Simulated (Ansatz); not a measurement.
# Strength of the C–S bond: C2H3F3S → CH3 + CSF3

Species: C2H3F3S (methyl(trifluoromethyl) sulfide) `CSC(F)(F)F`, singlet; CH3 (methyl radical) `[CH3]`, doublet; CSF3 `FC(F)(F)[S]`, doublet. 

Shapes, held fixed at every level: PBE0-D4/def2-TZVP. Programs: Ansatz 0.2.0. The zero-point and thermal change to 298 K, harmonic and unscaled (PBE0-D4/def2-TZVP), is -18.3 kJ/mol.

```json
{"level": "HF/def2-SVP", "kind": "Hartree–Fock", "ΔH(298 K) (kJ/mol)": "+192.3", "less CCSD(T)/CBS estimate": "-140.8"}
{"level": "HF/def2-TZVPP", "kind": "Hartree–Fock", "ΔH(298 K) (kJ/mol)": "+192.6", "less CCSD(T)/CBS estimate": "-140.5"}
{"level": "PBE0-D4/def2-TZVPP", "kind": "global hybrid", "ΔH(298 K) (kJ/mol)": "+325.9", "less CCSD(T)/CBS estimate": "-7.2"}
{"level": "wB97M-V/def2-TZVPP", "kind": "range-separated hybrid", "ΔH(298 K) (kJ/mol)": "+334.7", "less CCSD(T)/CBS estimate": "+1.6"}
{"level": "wB97X-V/def2-TZVPP", "kind": "range-separated hybrid", "ΔH(298 K) (kJ/mol)": "+334.1", "less CCSD(T)/CBS estimate": "+1.0"}
{"level": "B2PLYP/def2-TZVPP", "kind": "double hybrid", "ΔH(298 K) (kJ/mol)": "+312.0", "less CCSD(T)/CBS estimate": "-21.1"}
{"level": "CCSD(T)/def2-SVP", "kind": "coupled cluster or CI", "ΔH(298 K) (kJ/mol)": "+303.2", "less CCSD(T)/CBS estimate": "-29.9"}
{"level": "CCSD(T)/CBS estimate", "kind": "coupled cluster or CI", "ΔH(298 K) (kJ/mol)": "+333.1", "less CCSD(T)/CBS estimate": "0.0"}
```

The highest level, CCSD(T)/CBS estimate, gives ΔH(298 K) = +333.1 kJ/mol; the levels span +192.3 to +334.7. The column of differences is taken from that level and isn't an error. Hartree–Fock misses the correlation of the pair that is broken and comes out low. No measured value is set beside it here. Open shells run unrestricted unless RO is named. The CBS estimate extrapolates MP2 from def2-TZVPP and def2-QZVPP and adds CCSD(T) − MP2 in the triple-zeta set, cores frozen.
